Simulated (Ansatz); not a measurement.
Worked example: correlation energy of P–CH–P, sextet

Geometry: that of the P–CH–P, quartet, kept fixed. The quartet lies 3.9 eV lower here.

```xyz
4

P     0.0000   -0.1426    1.5476
C     0.0000    0.5938    0.0000
P     0.0000   -0.1426   -1.5476
H     0.0000    1.6910    0.0000
```

Basis cc-pVDZ; Ansatz 0.2.0. Only valence electrons are correlated (noble-gas cores frozen), which leaves 15 electrons in 44 orbitals. R marks a restricted (for open shells ROHF) determinant, U an unrestricted one.

Full CI isn't at hand for all of this; UCCSDT(Q) serves as the reference, and is uncertain by about the last step of the cluster series.

Runs differ by some tens of microhartree through their thresholds and, for an open shell, their frozen cores, so steps under 0.03 kcal/mol mean nothing.

| level | total energy (hartree) |
| --- | --- |
| UHF | -719.772586 |
| UMP2 | -720.021816 |
| UCCSD | -720.069037 |
| UCCSD(T) | -720.077102 |
| UCCSDT | -720.078355 |
| UCCSDT(Q) | -720.078895 |

Q: What is the correlation energy at UCCSDT(Q), and what share of it do UMP2 and UCCSD recover?

A: E(corr) = -720.078895 − (-719.772586) = -0.306309 hartree = -8.335 eV. UMP2: -0.249230 / -0.306309 = 81.37 %. UCCSD: -0.296451 / -0.306309 = 96.78 %.

Q: By how many kcal/mol does UCCSD(T) miss UCCSDT(Q) (1 hartree = 627.509 kcal/mol), and which steps make up the rest?

A: -720.077102 − (-720.078895) = 0.001793 hartree = 1.13 kcal/mol. Steps: UCCSDT − UCCSD(T) = -0.79, UCCSDT(Q) − UCCSDT = -0.34 kcal/mol. Differences between like states or geometries often cancel part of this.
